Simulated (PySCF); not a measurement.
Ionisation energies (eV) were calculated with PySCF 2.14 by MP2 (valence), PBE0, LDA, in another order, as differences of total energies without spin-orbit coupling. The measured values are between term centres (NIST).

| species | measured | A | B | C |
| --- | --- | --- | --- | --- |
| O (def2-TZVPPD, non-relativistic) | 13.608 | 13.983 | 13.284 | 13.839 |
| Ne (def2-TZVPPD, non-relativistic) | 21.597 | 22.186 | 21.583 | 21.455 |
| P (def2-TZVPPD, non-relativistic) | 10.526 | 10.575 | 10.481 | 10.526 |
| Cl (def2-TZVPPD, non-relativistic) | 12.974 | 13.208 | 12.731 | 12.962 |
| Tc (def2-TZVPPD with the def2 core potential (28 electrons), ECP) | 7.119 | 7.338 | 6.664 | 6.739 |
| I (def2-TZVPPD with the def2 core potential (28 electrons), ECP) | 10.519 | 10.789 | 10.250 | 10.532 |
| Xe (def2-TZVPPD with the def2 core potential (28 electrons), ECP) | 12.565 | 12.609 | 12.252 | 12.390 |
| Tl⁺ (def2-TZVPPD with the def2 core potential (60 electrons), ECP) | 20.428 | 20.985 | 18.912 | 20.195 |

**Question.** Which column is which method?

**Answer.** A is LDA (mean error 0.29 eV); B is MP2 (valence) (mean error -0.40 eV); C is PBE0 (mean error -0.09 eV). LDA overbinds the outer electron and comes out highest. Valence MP2 in a finite basis recovers only part of the missing correlation, so it stays below experiment on average. PBE0, with a quarter of exact exchange, lies close to experiment on average.
